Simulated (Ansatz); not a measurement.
Compare A (`N#CCC1CO1`) with its isomer B (`C=C1COC1=N`).

Program: Ansatz. Geometries: PBE0-D4/def2-TZVP. ΔE: electronic, gas phase. CCSD(T)/CBS is the MP2 limit (def2-TZVPP, def2-QZVPP) plus CCSD(T) − MP2 in def2-TZVPP, frozen cores. DFT in def2-TZVPP. Each species was taken in one conformer, which may not be the lowest.

Task: Which is lower in electronic energy at CCSD(T)/CBS, and by how much? (Estimate.)

Result: Computed: A, by 4.8 kcal/mol.

Task: Give E(B) − E(A) in kcal/mol with PBE0-D4, CCSD(T)/def2-TZVPP, MP2/def2-TZVPP, PBE-D4, r2SCAN-D4, HF/def2-TZVPP, B2PLYP. (An estimate is asked.)

Result: Computed: PBE0-D4 0.4, CCSD(T)/def2-TZVPP 5.9, MP2/def2-TZVPP 9.0, PBE-D4 -1.3, r2SCAN-D4 0.3, HF/def2-TZVPP 7.9, B2PLYP 4.8. The order is the other way round with PBE-D4.

Largest T1 diagnostic: 0.014.

From PBE to PBE0 (25 % exact exchange), in def2-TZVPP and without D4, E(B) − E(A) moves by +1.5 kcal/mol. The D4 term adds −0.9 kcal/mol with B3LYP and −0.5 kcal/mol with PBE0; it sums over pairs of atoms, weighted by their polarisabilities, and B3LYP, whose exchange is more repulsive, gets the larger term.

B3LYP here is the variant with VWN-RPA as its local correlation; programs differ in this.
